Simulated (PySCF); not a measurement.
One of the candidates below gave these computed data.

All candidates are C5H7N.

* 13C NMR: chemical shifts (computed TMS as zero) by class: 151.9 (1 C), 36.3 (1 C), 35.5 (2 C), 23.3 (1 C) ppm [GIAO PBE0/pcSseg-1]
* NMR, other nuclei: isotropic shieldings of nuclei other than C and H, by class: -130 (1 N) ppm [GIAO PBE0/pcSseg-1]
* 1H NMR: chemical shifts (computed TMS as zero) by class: 7.70 (1 H), 7.25 (1 H), 2.19 (1 H), 2.15 (2 H), 1.01 (2 H) ppm [GIAO PBE0/pcSseg-1]
* UV, strongest line: among the 8 lowest singlet transitions: S2 at 5.41 eV (229 nm, f = 0.327) [TDDFT B3LYP/def2-SVPD]
* Rotational structure: rotational constants A, B, C: 8.307, 3.103, 2.577 GHz [GFN2-xTB]
* Triplet: lowest triplet excitation (Tamm–Dancoff): 3.72 eV [TDA B3LYP/def2-SVPD]
* Dipole: 1.37 D [B3LYP/def2-SVPD]
* Polarisability: 67.6 au [B3LYP/def2-SVPD]

Electronic properties: PySCF, gas phase, density fitting. Levels stand in brackets. One conformer (not necessarily the lowest) at the GFN2-xTB geometry, without solvent, vibrations or thermal averaging. NMR values are class means; diastereotopic atoms form classes of their own.

**Question.** Which candidate is it?
A. `C=N[C@]12C[C@H]1C2`
B. `C=C(C)CC#N`
C. `C=C(C#N)CC`

**Answer.** A. It is `C=N[C@]12C[C@H]1C2`. Numbering: `[CH2:1]=[N:2][C@:3]12[CH2:4][C@H:5]1[CH2:6]2`. Its formula, C5H7N, gives 3 degrees of unsaturation: 2 rings and 1 π bond in the structure found. 5 carbons fall into 4 classes; from least to most shielded: imine carbon [C1] (151.9 ppm), ring sp3 carbon bound to nitrogen [C3] (36.3 ppm), three-membered-ring carbon [C4/C6] (35.5 ppm, 2 C, up to 13.4 ppm apart in this geometry), sp3 carbon at a ring junction [C5] (23.3 ppm). Hydrogen classes from least to most shielded: 1 H on an imine carbon, C1 (7.70 ppm), 1 H on an imine carbon, C1 (7.25 ppm), 1 H on an sp3 carbon at a ring junction, C5 (2.19 ppm), 2 H on 2 three-membered-ring carbons, C4/C6 (2.15 ppm), 2 H on 2 three-membered-ring carbons, C4/C6 (1.01 ppm, a mean of values up to 0.7 ppm apart in this geometry). The other shieldings belong to: -130 ppm, imine nitrogen [N2]. The optimised geometry has point group C1 and is an asymmetric top.

The others, at the same levels:
- `C=C(C)CC#N` fails: it has 5 carbon classes against 4; its computed 13C shifts are 146.1 (1 C), 122.6 (1 C), 122.0 (1 C), 27.8 (1 C), 24.6 (1 C) ppm, 1H shifts are 5.35 (1 H), 5.28 (1 H), 2.90 (2 H), 2.08 (3 H) ppm and lowest triplet excitation (Tamm–Dancoff) is 4.49 eV (against 3.72 eV).
- `C=C(C#N)CC` fails: it has 5 carbon classes against 4; its computed 13C shifts are 137.6 (1 C), 133.8 (1 C), 123.4 (1 C), 35.2 (1 C), 16.8 (1 C) ppm, 1H shifts are 6.11 (1 H), 6.06 (1 H), 2.29 (2 H), 1.27 (3 H) ppm and rotational constant A is 4.748 GHz (against 8.307 GHz).

Each candidate is one conformer, not necessarily the lowest. Dipoles, sizes and rotational constants follow the conformer. The torsions of the flexible species, by atom-mapped SMILES:
- `[CH2:1]=[N:2][C@:3]12[CH2:4][C@H:5]1[CH2:6]2`: C1–N2–C3–C4 -177°
- `[CH2:1]=[C:2]([CH3:3])[CH2:4][C:5]#[N:6]`: C1–C2–C4–C5 113°
- `[CH2:1]=[C:2]([C:3]#[N:4])[CH2:5][CH3:6]`: C1–C2–C5–C6 114°
